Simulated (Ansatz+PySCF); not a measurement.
Values are calculated unless marked as measured or tabulated.
Input for PySCF 2.14.0:

```python
from pyscf import gto, scf, mp

mol = gto.M(atom="""
N 0.000000 0.000000 -0.852990
O 0.000000 0.000000 0.746360
""", basis='sto-3g', charge=0, spin=1)
mf = scf.UHF(mol)
mf.kernel()
pt = mp.MP2(mf, frozen=2).run()
print(mf.e_tot, pt.e_corr, pt.e_tot)
```

The script is written out from the run's settings.

Results

* Converged: yes
* Reference energy: -127.32881 hartree
* Correlation energy: -0.18075 hartree
* Total energy: -127.50955 hartree

This is not the lowest solution: another run reaches a determinant 5.32 eV lower. Caution: large share of triples, a single reference is doubtful.
